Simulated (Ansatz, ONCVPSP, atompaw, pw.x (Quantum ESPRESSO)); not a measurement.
Which Si potential is closest to all-electron in the diamond crystal?

All use PBE, scalar-relativistic, no spin, cutoffs from each file’s atomic test, pw.x 7.5; 8³ k-points, Fermi–Dirac smearing 0.01 Ry. Δ is the rms difference from all-electron LAPW of the E(V) curves that follow from fits to the pressures, over ±6 % in volume. Mesh and smearing are coarse and serve the comparison alone. The files are a selection: those with a ghost or negative overlap were mostly not run, and those with noisy or unconverged pressures or nearly equal Δ are left out.

All-electron: a0 = 5.469 Å (V0 = 20.45 Å³/atom), B0 = 88.5 GPa.

Problem. Rank them by Δ, smallest first.
A. PAW, atompaw 4.2.0.5, PBE; core [Ne], reference 3s2 3p2; waves: 3s (bound): rc 2.75 bohr; 3s channel at 1.85 Ry: rc 1.45 bohr; 3p (bound): rc 2.75 bohr; 3p channel at 1.1 Ry: rc 2.75 bohr; 3d channel at 0.3 Ry: rc 2.75 bohr; 3d channel at 1.85 Ry: rc 2.30 bohr; local part: vpsmatchnc scheme with l = 3 at 0 Ry, radius 1.95 bohr; core correction: smooth core density matched at 1.40 bohr; augmentation: sinc compensation charge, radius 2.00 bohr; PAW radius 2.75 bohr; waves and projectors: custom polynom vanderbiltortho.
B. optimised norm-conserving Vanderbilt (ONCV), ONCVPSP 4.0.1.1 (patched build), PBE; core [Ne], reference 3s2 3p2; waves: 3s: rc 1.55 bohr, ncon 3, nbas 6, qcut 4.6 1/bohr, 2 projectors, debl 3.4 Ha; 3p: rc 2.30 bohr, ncon 4, nbas 8, qcut 2.9 1/bohr, 2 projectors, debl 3.6 Ha; d scattering state at 0.27 Ha: rc 1.90 bohr, ncon 4, nbas 7, qcut 4.2 1/bohr, 2 projectors, debl 3.6 Ha; local part: polynomial inside 1.50 bohr (lpopt 4, dvloc0 1 Ha); core correction: Teter function, fcfact 2.25, rcfact 1.2.
C. optimised norm-conserving Vanderbilt (ONCV), ONCVPSP 4.0.1.1 (patched build), PBE; core [Ne], reference 3s2 3p0.5; waves: 3s: rc 1.55 bohr, ncon 4, nbas 9, qcut 5.1 1/bohr, 2 projectors, debl 2.9 Ha; 3p: rc 1.65 bohr, ncon 4, nbas 9, qcut 4.7 1/bohr, 2 projectors, debl 2 Ha; local part: polynomial inside 1.10 bohr (lpopt 5, dvloc0 6 Ha); core correction: Teter function, fcfact 3, rcfact 1.4.

Solution. A (0.3 meV/atom), B (1.5 meV/atom), C (5.7 meV/atom).
